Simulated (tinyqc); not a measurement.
The basis set: RHF and MP2 along a ladder of basis sets, for HF, spin multiplicity 1. Computed by the program tinyqc with PySCF. 

Geometry (angstrom):

| atom | x | y | z |
|---|---|---|---|
| F | 0.0000 | 0.0000 | 0.0000 |
| H | 0.0000 | 0.0000 | 0.8830 |

Same geometry throughout; the dipole is taken about the origin.

RHF and frozen-core MP2 in a ladder of bases:

| basis | functions | E(RHF) (hartree) | E(MP2 corr) (hartree) | HOMO (eV) | LUMO (eV) | dipole (debye) |
|---|---|---|---|---|---|---|
| sto-3g | 6 | -98.56498 | -0.01587 | -12.666 | 18.104 | 1.322 |
| 3-21g | 11 | -99.45663 | -0.11910 | -16.371 | 7.657 | 2.122 |
| 6-31g | 11 | -99.98169 | -0.12584 | -17.254 | 5.965 | 2.248 |
| 6-31g** | 19 | -100.00985 | -0.18061 | -17.154 | 6.266 | 1.918 |
| cc-pvdz | 19 | -100.01925 | -0.20014 | -17.208 | 5.191 | 1.881 |
| aug-cc-pvdz | 32 | -100.03342 | -0.22029 | -17.804 | 1.000 | 1.866 |
| cc-pvtz | 44 | -100.05816 | -0.27012 | -17.601 | 4.032 | 1.876 |

From cc-pVDZ to cc-pVTZ the RHF energy falls by 38.9 mhartree and the correlation energy by 70.0. If valence correlation converges as X^-3, (27 E(T) - 8 E(D))/19 gives -0.2996 hartree, a rough estimate from such small X that usually falls short; STO-3G holds about 5 % of it. Beyond STO-3G the LUMO moves by 6.7 eV and the HOMO by 1.4 eV; diffuse functions lower the positive LUMO sharply, since an unbound virtual level tracks the most diffuse function.
